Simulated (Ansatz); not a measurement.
Reaction (formal loss of a carbene): `CC(=N)CF` → `[CH]F` + `CC=N`

Calculated with Ansatz (gas phase, PBE0-D4/def2-TZVP geometries, no zero-point term in ΔE). CBS: MP2 limit from def2 TZ/QZ plus the TZ coupled-cluster correction, frozen cores. This one scheme is used for every species. DFT in def2-TZVPP. B3LYP here is the variant with VWN-RPA as its local correlation; programs differ in this. Each species was taken in one conformer, which may not be the lowest.

```json
{"level": "B3LYP", "ΔE (kcal/mol)": "90.3"}
{"level": "HF/def2-SVP", "ΔE (kcal/mol)": "86.4"}
{"level": "CCSD(T)/def2-TZVPP", "ΔE (kcal/mol)": "91.8"}
{"level": "HF/def2-QZVPP", "ΔE (kcal/mol)": "82.2"}
```

Task: What does CCSD(T)/CBS give? (Estimate.)

Result: Computed: +93.3 kcal/mol. The listed levels differ from it by -3.0, -6.9, -1.5, -11.1 kcal/mol.

Largest T1 diagnostic among the species: 0.018.

The D4 term adds +2.7 kcal/mol with B3LYP and +1.4 kcal/mol with PBE0; it sums over pairs of atoms, weighted by their polarisabilities, and B3LYP, whose exchange is more repulsive, gets the larger term. From PBE to PBE0 (25 % exact exchange), in def2-TZVPP and without D4, ΔE moves by +2.5 kcal/mol. Leaving LDA and LC-ωPBE aside and taking each functional with its dispersion term where it has one, the values, not all of them listed here, spread over 10.4 kcal/mol, from BLYP-D4 to r2SCAN0-D4. LDA lies +15.6 kcal/mol from PBE without D4.
